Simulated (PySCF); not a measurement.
C₃H₇, SMILES C[CH]C (connectivity only; charge and spin as stated), charge +1, multiplicity 1. Atoms are numbered in the order given.

```xyz
10

C      1.2707     0.0238    -0.1967
C      0.0000     0.0000     0.4533
C     -1.2707    -0.0238    -0.1967
H      2.0240     0.6042     0.3452
H      1.2480     0.2019    -1.2700
H      1.6091    -1.0293    -0.0279
H      0.0000     0.0000     1.5461
H     -1.6091     1.0293    -0.0279
H     -2.0240    -0.6042     0.3452
H     -1.2480    -0.2019    -1.2700
```
Charge +1, spin multiplicity 1.

Coordinates come from a PBE0-D3(BJ)/def2-TZVP optimisation. The multiplicity is an assumed one; other spin states were not compared. The isomer is the one that the SMILES or the coordinates give; other isomers of the formula were not compared.

All values below come from PySCF with ωB97X/def2-TZVPD.

Symmetry labels are those of the subgroup C2 that the program uses (full group C2).

Computed valence orbital energies around the gap with their symmetry:
```
orbital  symmetry  energy (eV)
-------  --------  -----------
HOMO−7          B       -29.49
HOMO−6          A       -25.53
HOMO−5          A       -22.75
HOMO−4          B       -21.44
HOMO−3          B       -21.24
HOMO−2          A       -19.72
HOMO−1          B       -19.48
HOMO            A       -19.26
LUMO            B        -6.80
LUMO+1          A        -2.48
LUMO+2          A        -1.51
LUMO+3          B        -1.39
```
